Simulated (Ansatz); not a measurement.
Results of the Gaussian-basis code of Ansatz.

A structure relaxed at PBE0-D4/def2-TZVP, charge 0, multiplicity 1:

Cartesian coordinates in Å:
```
C -0.7012 0.3279 1.4556
C 0.4761 -0.0507 0.5769
C 0.0661 -0.4051 -0.8360
O 1.2253 -0.8067 -1.5147
O -0.5746 0.6481 -1.5048
H -0.3684 0.5983 2.4594
H -1.2487 1.1751 1.0385
H -1.4047 -0.5035 1.5523
H 1.0137 -0.9059 0.9949
H 1.2004 0.7708 0.5178
H -0.6807 -1.2104 -0.8273
H 0.9697 -1.0389 -2.4125
H 0.0271 1.4011 -1.5000
```

Give its formula and SMILES.

C3H8O2, `CCC(O)O`.

Point group (tolerance 0.08 Å, 0.16 Å for H)?

C1.

Summarise the bond lengths by kind.

2 × C–C 1.513 to 1.517 Å; 6 × C–H 1.092 to 1.098 Å; 2 × C–O 1.402 Å; 2 × H–O 0.962 to 0.964 Å.
